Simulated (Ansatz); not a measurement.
Structure relaxation of Zr2W

The calculation used DFT PBE, scalar-relativistic, plane waves, PAW in Ansatz 0.2.0. Cutoff 420 eV, Γ-centred k mesh, Gaussian smearing, no spin polarisation in the final step.

Zr2W was placed on the anti-rutile structure type (P4_2/mnm, No. 136), with W in place of Ti, Zr in place of O, at a guessed volume.

```
Zr W
1.0
     5.43000    0.00000    0.00000
     0.00000    5.43000    0.00000
     0.00000    0.00000    3.49747
Zr W
4 2
Direct
  0.30600 0.30600 0.00000
  0.19400 0.80600 0.50000
  0.69400 0.69400 0.00000
  0.80600 0.19400 0.50000
  0.00000 0.00000 0.00000
  0.50000 0.50000 0.50000
```

Cell and atoms relax at zero pressure; the relaxation can't lower the symmetry of the start. After a coarse first stage the cell is made exact in the group found at 0.06 Å.

The zero of energy is the elements' standard structures at the same level; no fitted shifts are applied.

Problem. Describe the relaxed structure.

Solution. It keeps P4_2/mnm (No. 136). The result has the rutile structure. Conventional cell: a = 5.796 Å, c = 4.477 Å. Zr has 3 W at 2.57–2.71 Å and 1 Zr at 3.05 Å; W has 6 Zr at 2.57–2.71 Å.

```xyz
6
Lattice="5.7959 0.0000 0.0000 0.0000 5.7959 0.0000 0.0000 0.0000 4.4769" Properties=species:S:1:pos:R:3 pbc="T T T"
Zr    1.8196    1.8196    0.0000
Zr    1.0783    4.7175    2.2384
Zr    3.9763    3.9763    0.0000
Zr    4.7175    1.0783    2.2384
W     0.0000    0.0000    0.0000
W     2.8979    2.8979    2.2384
```

Problem. What are its volume, energy, density and gap?

Solution. The volume per atom is 25.06 Å³. The density is 8.09 g/cm³. The energy over the elements is 0.91 eV/atom. The gap on the 8×8×8 mesh is 0 eV (a metal).

The final run used a 8×8×8 mesh on its 6-atom cell and 0.10 eV smearing. The k mesh leaves about 4 meV/atom of noise in metals. Spin–orbit coupling is left out. A structure relaxed within its symmetry needn't be a true minimum.

Cost: 3 runs of about 3.8 core-minutes in all, on Intel Xeon Platinum 8375C (Ice Lake) (shared hosts).